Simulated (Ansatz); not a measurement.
# CH₂AlN (SMILES N#[C][AlH2]): single points off equilibrium

The task here is to estimate one member of a computed series from the others.

Program: Ansatz 0.2.0, Gaussian basis. Level of theory: single points in def2-TZVPP. These are calculated values, not measurements.

Correlated methods freeze the cores.

## The system as given

SMILES `N#[C][AlH2]`, 5 atoms, charge 0, spin multiplicity 1.

Atoms are counted from 1 here; the program's logs count them from 0.

Bond lengths: N1–C2 1.156 Å, C2–Al3 1.989 Å, Al3–H4 1.539 Å, Al3–H5 1.546 Å. Angles: N1–C2–Al3 177.0°, C2–Al3–H4 119.4°, C2–Al3–H5 121.2°, H4–Al3–H5 119.3°.

Geometry (Å):

```
N     1.3838   -1.3813    1.4562
C     0.7147   -0.7161    0.7889
Al   -0.3881    0.3906   -0.4414
H    -1.5868   -0.2485   -1.1639
H    -0.0617    1.8814   -0.6883
```

Set-up of the first run:

The input, run/in.yaml:

```yaml
crystal:
  periodic: [false, false, false]
  atoms:
    - {symbol: N, position_ang: [1.383800, -1.381300, 1.456200]}
    - {symbol: C, position_ang: [0.714700, -0.716100, 0.788900]}
    - {symbol: Al, position_ang: [-0.388100, 0.390600, -0.441400]}
    - {symbol: H, position_ang: [-1.586800, -0.248500, -1.163900]}
    - {symbol: H, position_ang: [-0.061700, 1.881400, -0.688300]}
basis:
  gaussian: {orbitals: def2-TZVPP}
correlation: {method: ccsd_t}
output: {forces: true}
```

No record of the launch command was kept for these runs.

Steps of the session up to this table: CCSD(T)/def2-TZVPP; PBE0-D4/def2-TZVPP; wB97M-V/def2-TZVPP; r2SCAN-D4/def2-TZVPP; PBE-D4/def2-TZVPP; B97M-V/def2-TZVPP; r2SCAN0-D4/def2-TZVPP.

One of the session's tables, all rows but one given; the rest of the session is left out.

| method | RMS force component (eV/Å) | angle to CCSD(T) forces (°) | dipole (D) |
| --- | --- | --- | --- |
| CCSD(T) | 0.688 | reference | 3.31 |
| PBE0-D4 | 0.325 | 54.0 | 3.38 |
| wB97M-V | 0.247 | 71.5 | 3.42 |
| r2SCAN-D4 | 0.408 | 26.8 | 3.30 |
| PBE-D4 | 0.697 | 6.8 | 3.26 |
| B97M-V | 0.324 | 43.3 | 3.09 |
| r2SCAN0-D4 | ? | ? | ? |

Q: Estimate the row for r2SCAN0-D4 from the others.

**Answer.** RMS force component (eV/Å): 0.334; angle to CCSD(T) forces (°): 93.6; dipole (D): 3.41. In the column «RMS force component (eV/Å)» it lies between PBE0-D4 (0.325) and r2SCAN-D4 (0.408).
